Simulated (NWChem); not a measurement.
Species: allene (C3H4); SMILES C=C=C

Question: Give the equilibrium geometry at PBE-D3(BJ)/def2-SVP (NWChem) as an XYZ file, with the point group.

Answer: point group D2d; any orientation.
```
7

C      0.0000     0.0000     1.3165
C      0.0000     0.0000     0.0000
C      0.0000     0.0000    -1.3165
H     -0.6663     0.6663     1.8909
H      0.6663    -0.6663     1.8909
H     -0.6663    -0.6663    -1.8909
H      0.6663     0.6663    -1.8909
```
